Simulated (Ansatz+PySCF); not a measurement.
A calculation with PySCF 2.14.0.

```python
from pyscf import gto, scf

mol = gto.M(atom="""
C 0.000000 0.000000 0.000000
H 1.901960 1.901960 1.901960
H 0.633990 -0.633990 -0.633990
H -0.633990 0.633990 -0.633990
H -0.633990 -0.633990 0.633990
""", basis='cc-pvdz', charge=0, spin=0)
mf = scf.RHF(mol)
mf.init_guess = 'huckel'
mf.kernel()
while True:  # follow internal instabilities
    mo, _, stable, _ = mf.stability(return_status=True)
    if stable: break
    mf.kernel(mf.make_rdm1(mo, mf.mo_occ))
print(mf.converged, mf.e_tot, mf.spin_square()[0])
```

The script is written out from the run's settings.

The run gave:

```
Converged                       : yes
Total energy                    : -39.90332 hartree
Spin squared of the determinant : 0.000
```

Caution: an unrestricted determinant lies well below.
